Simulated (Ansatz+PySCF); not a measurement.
A calculation with Ansatz (development build ahead of 0.2.0).

```yaml
crystal:
  periodic: [false, false, false]
  atoms:
    - { symbol: C, position_ang: [1.39857, 0.00931, 0.00016] }
    - { symbol: C, position_ang: [0.70299, 1.21309, 0.00664] }
    - { symbol: C, position_ang: [-0.69866, 1.21778, 0.00198] }
    - { symbol: C, position_ang: [-1.39085, -0.00865, -0.00292] }
    - { symbol: C, position_ang: [-0.69545, -1.19838, -0.00154] }
    - { symbol: C, position_ang: [0.70542, -1.21358, -0.00249] }
    - { symbol: H, position_ang: [2.49743, 0.00306, -0.00076] }
    - { symbol: H, position_ang: [1.24125, 2.14679, 0.00559] }
    - { symbol: H, position_ang: [-1.24777, 2.16305, -0.00382] }
    - { symbol: H, position_ang: [-2.49713, 0.00062, 0.0039] }
    - { symbol: H, position_ang: [-1.24326, -2.15834, 0.00926] }
    - { symbol: H, position_ang: [1.23897, -2.15403, -0.00864] }
basis:
  gaussian: { orbitals: def2-SVP }
hamiltonian:
  xc: hf
scf:
  omitted_lower_state_checks: [starts, atomic_configurations, cluster_reference, orbital_swaps, given_window_search, neighbouring_geometries, increment]
```

The input is written out in the form of the current development build from the run's settings.

Results

```yaml
Converged: yes
Total_energy: -230.53385 hartree
Spin_squared_of_the_determinant: 0.000
Stability_test: minimum among restricted orbitals
```
